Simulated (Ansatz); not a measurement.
# CHFSi+ (quartet): wave-function methods side by side, cc-pVDZ

An exercise on one series of results from a longer session: the logs are not shown, and one member is left open.

Method: cc-pVDZ, core rule «outside noble gas», up to 7 orbitals frozen; program: Ansatz 0.2.0, Gaussian basis.

The runs, in order: UHF; CCSD(T) on ROHF; CCSD(T) on UHF; BCCD(T) on ROHF; CISD as a restricted active space (open shells left free, so some higher excitations enter); CCSDT(Q) on ROHF; CCSDT(Q) on UHF.

4 further runs of the same task are left out: 4 set aside as unsound or not needed. Runs told in other sessions of the task aren't counted.

## The geometry

The geometry is a PBE0/def2-TZVP stationary point (not a proven minimum) of the parent state, kept for this charge and spin.

4 atoms, charge 1, spin multiplicity 4.

Atoms are counted from 1 here; the program's logs count them from 0.

Bond lengths: F1–C2 1.331 Å, C2–Si3 1.857 Å, C2–H4 1.094 Å. Angles: F1–C2–Si3 123.4°, F1–C2–H4 109.0°, Si3–C2–H4 127.6°.

Set-up of the first run:

Input file in.yaml:

```yaml
crystal:
  periodic: [false, false, false]
  atoms:
    - {symbol: F, position_ang: [0.000000, -0.300700, 1.533384]}
    - {symbol: C, position_ang: [0.000000, 0.518965, 0.484561]}
    - {symbol: Si, position_ang: [0.000000, -0.074287, -1.274648]}
    - {symbol: H, position_ang: [0.000000, 1.553738, 0.840684]}
basis:
  gaussian: {orbitals: cc-pVDZ}
total_charge: 1
magnetization: {spin_polarized: true, initial_magnetization: 3}
hamiltonian: {xc: hf}
output: {orbitals: {seedname: orbitals}}
```

The run is started by

```sh
> ansatz run in.yaml --threads 1 --pin off --events-out ev --progress --plain --max-ram 2560MiB --backend cpu
```

Among the steps run: UHF; CCSD(T) on ROHF; CCSD(T) on UHF; BCCD(T) on ROHF; CISD as a restricted active space (open shells left free, so some higher excitations enter); CCSDT(Q) on ROHF; CCSDT(Q) on UHF.

One table of the session follows, with a row left open; its other results are not shown here.

| method | from UCCSDT(Q) (meV) |
| --- | --- |
| ROHF | +10512.0 |
| UHF | +10421.9 |
| RMP2 | ? |
| UMP2 | +1135.6 |
| CISD | +1303.4 |
| RCCSD | +415.3 |
| UCCSD | +407.4 |
| RCCSD(T) | +78.5 |
| UCCSD(T) | +77.0 |
| BCCD(T) | +77.0 |
| RCCSDT | +34.6 |
| UCCSDT | +33.1 |
| RCCSDT(Q) | +10.6 |
| UCCSDT(Q) | 0 |

**Question.** Estimate the row for RMP2.

The run gave: from UCCSDT(Q) (meV): +1101.1. In the column «from UCCSDT(Q) (meV)» it lies between RCCSD (+415.3) and UMP2 (+1135.6).

Caveats from the session: Restricted and unrestricted rows rest on different reference determinants; a gap between their highest levels can come from leftover correlation error, from unlike frozen cores or from another state.
